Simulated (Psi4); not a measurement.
**ACPF/cc-pVDZ (density fitting) run of [S3]2− ([S3]2-)**

Aim: the energy change on altering one bond length of [S3]2− ([S3]2-) at ACPF/cc-pVDZ (density fitting), from 2 runs. 

The calculation is run with Psi4 1.11.

1 further run of the same task is left out (it didn't finish).

**1. The system as given**

The species is [S3]2− (3 atoms), meant as a singlet with charge -2. The coordinates come from a GFN2-xTB relaxation.

Bond lengths: S1–S2 2.028 Å, S2–S3 2.028 Å. Angles: S1–S2–S3 112.4°.

**2. A single-point energy at ACPF/cc-pVDZ (density fitting)**

File s3.in:

```
memory 1600 MB

molecule system {
  -2 1
  S      0.713590    -0.159090     1.564150
  S     -0.405490     0.630300     0.067980
  S     -0.308100    -0.471200    -1.632130
}

set {
  basis       cc-pVDZ
  freeze_core true
}

energy('acpf')
```

Launch:

```bash
$ psi4 s3.in s3.out -n 1
```

s3.out:

```text
[...]
  Running in cs symmetry.
[...]
  Nuclear repulsion =  173.783652897954028
[...]
  Multiplicity = 1
[...]
  Nalpha       = 25
  Nbeta        = 25
[...]
    Number of basis functions: 54
[...]
   @RHF iter   1: -1192.38283965377582   -3.62302e-01   7.77766e-03 ADIIS/DIIS
[...]
   @RHF iter  12: -1192.46035266066474   -6.82121e-13   3.65265e-09 DIIS
[...]
    Orbital Energies [Eh]
    ---------------------
    Doubly Occupied:
       1Ap   -91.560922     2Ap   -91.493068     3Ap   -91.493065
       4Ap    -8.561406     5Ap    -8.493804     6Ap    -8.493778
       7Ap    -6.243958     8Ap    -6.241635     1App   -6.239446
       9Ap    -6.177051    10Ap    -6.177049    11Ap    -6.173033
      12Ap    -6.173032     2App   -6.172640     3App   -6.172639
      13Ap    -0.625262    14Ap    -0.473504    15Ap    -0.324657
      16Ap    -0.074132    17Ap    -0.059600     4App   -0.055036
       5App    0.060296    18Ap     0.078147    19Ap     0.083985
       6App    0.143524
[...]
  @RHF Final Energy: -1192.46035266066474
   => Energetics <=
    Nuclear Repulsion Energy =            173.7836528979540276
    One-Electron Energy =               -2018.2624773467812247
    Two-Electron Energy =                 652.0184717881625147
    Total Energy =                      -1192.4603526606647392
[...]
 Multipole Moments:
 ------------------------------------------------------------------------------------
     Multipole            Electronic (a.u.)      Nuclear  (a.u.)        Total (a.u.)
 ------------------------------------------------------------------------------------
 L = 1.  Multiply by 2.5417464519 to convert [e a0] to [Debye]
 Dipole X            :         -0.6620046            0.0000000           -0.6620046
 Dipole Y            :         -0.0628957            0.0000000           -0.0628957
 Dipole Z            :          0.0000000            0.0000000            0.0000000
 Magnitude           :                                                    0.6649857
[...]
      * SCS-MP2 total energy:                -1192.828150159480
[...]
      * MP2 total energy:                    -1192.841729264840
[...]
```

It took 13 s on 1 thread of Intel Xeon Platinum 8488C (Sapphire Rapids), shared host; peak memory 0.28 GiB.

**3. The distorted shape, same level**

File calc.dat:

```
memory 1.6 GB

molecule molecule1 {
  -2 1
  S      0.723328    -0.269231     1.394153
  S     -0.395752     0.520159    -0.102017
  S     -0.308100    -0.471200    -1.632130
  units angstrom
}

set {
  basis       cc-pVDZ
  reference   rhf
  freeze_core true
}

e_tot = energy('acpf')
```

Launch:

```bash
$ psi4 calc.dat calc.out -n 1
```

calc.out:

```text
[...]
  Running in cs symmetry.
[...]
  Nuclear repulsion =  183.293846417988789
[...]
  Multiplicity = 1
[...]
  Nalpha       = 25
  Nbeta        = 25
[...]
    Number of basis functions: 54
[...]
   @RHF iter   1: -1192.33807984524219    4.95389e-02   7.93021e-03 ADIIS/DIIS
[...]
   @RHF iter  12: -1192.41985427532200   -7.73070e-12   8.76568e-09 DIIS
[...]
    Orbital Energies [Eh]
    ---------------------
    Doubly Occupied:
       1Ap   -91.544461     2Ap   -91.479189     3Ap   -91.476921
       4Ap    -8.549823     5Ap    -8.484759     6Ap    -8.480260
       7Ap    -6.233031     8Ap    -6.229878     1App   -6.227565
       9Ap    -6.168724    10Ap    -6.163802    11Ap    -6.163495
       2App   -6.163164    12Ap    -6.159556     3App   -6.159191
      13Ap    -0.667028    14Ap    -0.479542    15Ap    -0.303225
      16Ap    -0.082553    17Ap    -0.074163     4App   -0.070570
       5App    0.065798    18Ap     0.085986    19Ap     0.094718
       6App    0.166072
[...]
  @RHF Final Energy: -1192.41985427532200
   => Energetics <=
    Nuclear Repulsion Energy =            183.2938464179887887
    One-Electron Energy =               -2037.5307483819756271
    Two-Electron Energy =                 661.8170476886648430
    Total Energy =                      -1192.4198542753219954
[...]
 Multipole Moments:
 ------------------------------------------------------------------------------------
     Multipole            Electronic (a.u.)      Nuclear  (a.u.)        Total (a.u.)
 ------------------------------------------------------------------------------------
 L = 1.  Multiply by 2.5417464519 to convert [e a0] to [Debye]
 Dipole X            :         -0.6603253           -0.0000000           -0.6603253
 Dipole Y            :          0.1812916            0.0000000            0.1812916
 Dipole Z            :          0.0000000            0.0000000            0.0000000
 Magnitude           :                                                    0.6847599
[...]
      * SCS-MP2 total energy:                -1192.786910344558
[...]
      * MP2 total energy:                    -1192.801884715619
[...]
```

Run time: 12 s. Hardware: 1 thread of Intel Xeon Platinum 8488C (Sapphire Rapids), shared host; peak memory 0.28 GiB.

**4. Outcome**

Level: ACPF/cc-pVDZ (density fitting), 15 core orbitals frozen.

```
                                                              quantity           value
                                             first shape: total energy  -1192.87917 Eh
                      first shape: HOMO energy (Hartree–Fock orbitals)         3.91 eV
                      first shape: LUMO energy (Hartree–Fock orbitals)        14.59 eV
    first shape: HOMO–LUMO gap (to an unbound level, set by the basis)        10.69 eV
             first shape: correlation energy (15 core orbitals frozen)      -418.8 mEh
                                         distorted shape: total energy  -1192.83662 Eh
                  distorted shape: HOMO energy (Hartree–Fock orbitals)         4.52 eV
                  distorted shape: LUMO energy (Hartree–Fock orbitals)        15.25 eV
distorted shape: HOMO–LUMO gap (to an unbound level, set by the basis)        10.73 eV
         distorted shape: correlation energy (15 core orbitals frozen)      -416.8 mEh
     energy change with the S2–S3 bond shortened from 2.028 to 1.825 Å        1.158 eV
```

In words: With the S2–S3 bond shortened from 2.028 to 1.825 Å the energy rises by 1.16 eV (112 kJ/mol). The first shape isn't relaxed at this level, so the change isn't measured from a minimum. The HOMO (first shape) lies at positive energy, 3.91 eV: the electron is unbound at this level or held by a compact basis; values depend on the basis. The HOMO (distorted shape) lies at positive energy, 4.52 eV: the electron is unbound at this level or held by a compact basis; values depend on the basis.
